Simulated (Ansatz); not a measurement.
# H7NSi: the cost of one run

Program: Ansatz 0.2.0. Level of theory: RKS PBE-D4/def2-SVP. These are calculated values, not measurements.

## (1) The structure to begin with

Bond lengths: Si1–H3 1.460 Å, Si1–H4 1.459 Å, Si1–H5 1.459 Å, Si1–N6 2.120 Å, N6–H7 1.060 Å, N6–H8 1.060 Å. Angles: H3–Si1–H4 109.5°, H3–Si1–H5 109.5°, H3–Si1–N6 178.9°, H4–Si1–H5 109.5°, H4–Si1–N6 70.0°, H5–Si1–N6 70.0°, Si1–N6–H7 120.0°, Si1–N6–H8 120.0°, H7–N6–H8 120.0°.

As a file:

```xyz
9

Si    0.0000    0.0000    0.0000
H     0.0000    0.0000    1.8100
H     1.3768    0.0000   -0.4862
H    -0.6877    1.1914   -0.4862
H    -0.6877   -1.1914   -0.4862
N    -2.0118    0.0000    0.6685
H    -2.7319   -0.6071    0.1822
H    -2.2977    0.6071    1.4890
H    -0.9927    0.0000    1.7642
```

## (2) A restrained relaxation towards end A

Springs on the bonds that form and break draw the guess towards this end; the thresholds are loose.

input.yaml reads:

```yaml
crystal:
  periodic: [false, false, false]
  atoms:
    - { symbol: Si, position_ang: [0.0, 0.0, 0.0] }
    - { symbol: H, position_ang: [0.0, 0.0, 1.81] }
    - { symbol: H, position_ang: [1.3768, 0.0, -0.4862] }
    - { symbol: H, position_ang: [-0.6877, 1.1914, -0.4862] }
    - { symbol: H, position_ang: [-0.6877, -1.1914, -0.4862] }
    - { symbol: "N", position_ang: [-2.0118, 0.0, 0.6685] }
    - { symbol: H, position_ang: [-2.7319, -0.6071, 0.1822] }
    - { symbol: H, position_ang: [-2.2977, 0.6071, 1.489] }
    - { symbol: H, position_ang: [-0.9927, 0.0, 1.7642] }
basis:
  gaussian: { orbitals: def2-SVP }
hamiltonian:
  xc: pbe
  dispersion: d4
relax:
  f_tol: 0.15
  max_steps: 25
  restrain:
    - { distance: [0, 5], at: 3.02, k: 30.0 }
    - { distance: [8, 1], at: 1.86, k: 30.0 }
    - { distance: [0, 1], at: 1.46, k: 30.0 }
    - { distance: [8, 5], at: 1.06, k: 30.0 }
output:
  orbitals: {}
```

Started as:

```
$ ansatz run input.yaml --threads 1 --pin off --max-ram 2048MiB --backend cpu --events-out ev --progress --plain --runs-dir out
```

**Question.** How long does this run take on 1 thread of Arm Neoverse V2, shared host, and how much memory does it need?

About 14 s, with a peak of 0.11 GiB.
